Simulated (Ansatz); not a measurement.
Molecule: hydrogen cyanide, CHN, net charge 0, singlet state. 
Geometry from a B3LYP-D3(BJ)/def2-TZVP (Ansatz, a program for electronic structure) optimisation:
```
C
N 1 1.1462
H 1 1.0667 2 180.00
```
Charge 0, spin multiplicity 1.

Basis-set convergence of Hartree-Fock and MP2 correlation energies (hartree) with Ansatz. Valence correlation only, unless marked. Spin-orbit coupling is left out. Non-relativistic.

| basis | functions | E(HF) | E(corr, MP2) |
|---|---|---|---|
| def2-SVP | 33 | -92.80076 | -0.28407 |
| def2-TZVPP | 76 | -92.91252 | -0.34258 |
| def2-QZVPP | 144 | -92.91631 | -0.36519 |

Extrapolating the two largest sets (X = 3 and 4) as X^-3: E(corr) = (64·(-0.36519) - 27·(-0.34258))/37 = -0.3817 Eh, an estimate of the basis-set limit. The largest set recovers 95.7 % of it, the smallest 74.4 %.
